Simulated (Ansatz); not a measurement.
Basis sets compared for C₃ (the lowest singlet isomer of a short search). Charge 0, multiplicity 1. Geometry r2SCAN-D4/def2-TZVP. Ansatz on 4 threads of Arm Neoverse V2 on a shared host; times are rough, and most runs start from earlier orbitals.

```xyz
3

C     0.000    0.000    0.000
C     0.146    1.019   -0.782
C    -0.147   -1.019    0.782
```

The structure comes from a short search, and lower isomers may exist.

Binding counts from free atoms (C triplet) in the same basis, without a counterpoise term.

```csv
level,functions,energy (Eh),HOMO (eV),LUMO (eV),binding per atom (eV),wall time
PBE-D4/def2-SVP,42,-113.8080,-7.79,-5.48,5.03,0.15 s
PBE-D4/def2-TZVP,93,-113.9374,-7.92,-5.54,4.98,0.3 s
r2SCAN-D4/def2-TZVP,93,-114.0084,-8.31,-5.41,4.62,0.65 s
PBE0-D4/def2-SVP,42,-113.8028,-9.49,-4.51,4.72,0.15 s
PBE0-D4/def2-TZVP (with forces),93,-113.9319,-9.56,-4.53,4.68,0.45 s
```

Q: Estimate the rows for PBE-D4/def2-TZVPD, r2SCAN-D4/def2-TZVPD, PBE0-D4/def2-TZVPD.

A: 
```
               level  functions  energy (Eh)  HOMO (eV)  LUMO (eV)  binding per atom (eV)  wall time
   PBE-D4/def2-TZVPD        111    -113.9377      -7.94      -5.55                   4.98     0.35 s
r2SCAN-D4/def2-TZVPD        111    -114.0086      -8.31      -5.42                   4.62     0.75 s
  PBE0-D4/def2-TZVPD        111    -113.9320      -9.57      -4.54                   4.68      0.4 s
```
